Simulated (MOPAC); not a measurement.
MOPAC input (MNDO):

```
MNDO PRECISE GNORM=0.05 LET XYZ CHARGE=-1 GEO-OK AUX(PRECISION=9) THREADS=1
C3H7O

O     0.10099332 1    1.41619481 1   -0.12530546 1
C     0.01300559 1    0.17658011 1    0.33465754 1
H     0.00807600 1    0.08873082 1    1.47459969 1
C    -1.30474202 1   -0.54356908 1   -0.09708198 1
C     1.21402198 1   -0.72345292 1   -0.10005249 1
H    -1.34154249 1   -0.59203777 1   -1.19230692 1
H     1.24099077 1   -0.77647585 1   -1.19535263 1
H    -2.15658108 1    0.05414601 1    0.23939424 1
H     2.14294415 1   -0.25291535 1    0.23432359 1
H    -1.40344546 1   -1.56235804 1    0.30983993 1
H     1.16789825 1   -1.74599699 1    0.30680741 1
```

Question: What heat of formation does the run end on?

Answer: -48.07 kcal/mol.
